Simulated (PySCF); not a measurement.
ammonia (H₃N), SMILES N. The structure is a stationary point at PBE0-D3(BJ)/def2-TZVPD.

TDDFT-B3LYP/def2-TZVPD in PySCF 2.14.0 puts the lowest singlet excitations at 6.28, 8.40, 8.40, 9.92, 9.92, 10.17 eV.

What are the lowest excitation roots from ADC(2)/aug-cc-pVDZ (PySCF 2.14.0)? (The exact figures need the calculation; the answer reports its results.)

6.19, 7.67, 7.67, 9.32, 10.09, 10.34 eV. S1 differs by -0.09 eV (second minus first; roots are paired by order, and the bases may differ).
